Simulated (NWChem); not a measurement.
**Atomisation of nitrogen trifluoride (F₃N)**

```xyz
4

F      0.6162    -0.1189     1.0658
N     -0.0032     0.4745     0.0000
F      0.6162    -0.1189    -1.0658
F     -1.2298    -0.1314     0.0000
```
Charge 0, spin multiplicity 1.

All runs are NWChem calculations. All single points use one geometry, from B3LYP/def2-SVP, a minimum by its harmonic frequencies.

Basis set: def2-TZVP. The atomisation energy is electronic alone: no zero-point, thermal, spin-orbit or counterpoise terms. No value is extrapolated to the basis-set limit. Free atoms are single determinants with multiplicities F 2, N 4.

B3LYP has NWChem's definition, with VWN1-RPA local correlation. No SCF solution was tested for a lower state.

**Question.** For the atomisation energy, B3LYP gives 207.1 kcal/mol and BLYP gives 227.6 kcal/mol. What do TPSS, r2SCAN, PBE0 give?

**Answer.** TPSS: 221.3 kcal/mol; r2SCAN: 213.3 kcal/mol; PBE0: 208.9 kcal/mol.
